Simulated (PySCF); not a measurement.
Electronic absorption of C4H9P

C₄H₉P.
Structure used (GFN2-xTB), in Å, numbered top down from 1:
```xyz
14
C4H9P angstrom
C      2.7631   -0.0465   -0.2052
C      1.6496   -0.7476   -0.0667
P      0.2050   -0.2395    0.9094
C     -1.0333   -0.2203   -0.4908
C     -2.3304    0.4543   -0.0675
H      2.8736    0.9328    0.2326
H      3.6106   -0.4211   -0.7572
H      1.5666   -1.7415   -0.4932
H      0.4824    1.1340    0.8703
H     -0.5963    0.2848   -1.3563
H     -1.2257   -1.2617   -0.7664
H     -2.1538    1.4966    0.1916
H     -2.7525   -0.0449    0.8025
H     -3.0596    0.4200   -0.8750
```

Theory: TDDFT CAM-B3LYP/def2-SVPD, vertical, gas phase, core orbitals frozen in the response in PySCF.

Question: List the vertical singlet excitations with oscillator strengths and describe the spectrum.

Answer: 

```
state  E (eV)  λ (nm)  ν̃ (cm⁻¹)      f  |μ| (D)  main configurations (H = HOMO, L = LUMO)
   S1    5.80   213.9      46740  0.195     2.98                                 H→L (94%)
   S2    6.31   196.6      50860  0.058     1.56                   H→L+1 (78%), H→L+4 (9%)
   S3    6.53   189.8      52680  0.020     0.89                   H→L+2 (76%), H→L+5 (9%)
   S4    7.11   174.4      57340  0.019     0.84     H→L+4 (51%), H→L+3 (13%), H→L+1 (12%)
   S5    7.23   171.6      58280  0.026     0.97                  H→L+3 (69%), H→L+4 (23%)
   S6    7.29   170.0      58810  0.130     2.17                  H-1→L (62%), H-3→L (14%)
   S7    7.74   160.3      62390  0.151     2.27                  H→L+5 (64%), H→L+7 (11%)
   S8    7.98   155.4      64350  0.025     0.90                H-1→L+1 (38%), H→L+6 (23%)
```

Triplets (Tamm–Dancoff): T1 4.09 eV, H→L (69%), H-1→L (17%); T2 5.33 eV, H→L+1 (30%), H→L+4 (26%), H→L+3 (12%); T3 5.38 eV, H-1→L (21%), H→L+1 (20%), H→L+2 (16%).

The lowest singlet lies at 5.80 eV (214 nm, ultraviolet) and is strong; its leading configuration is HOMO→LUMO (94%). The lowest level is also the most intense of those listed (f = 0.195). Löwdin shares by element: HOMO phosphorus 48%, carbon 40% or more; LUMO carbon 61% or more, phosphorus 13%, hydrogen 6% or more (atoms not listed hold the other 20%). The oscillator strengths of these states sum to 0.623; summed over the whole spectrum of an exact calculation they would give the number of electrons, 48 (Thomas–Reiche–Kuhn). Of the 8 states listed, 8 reach f = 0.01 and none stays under 0.0005. The listed states span 2.18 eV, and the widest gap between neighbours is 0.58 eV (S3 to S4). No computed singlet lies in the visible range (380 to 750 nm); the lowest, at 214 nm, stands 2.53 eV above its violet end (3.26 eV). The window holds the lowest 8 singlets.

One conformer stands for the species.
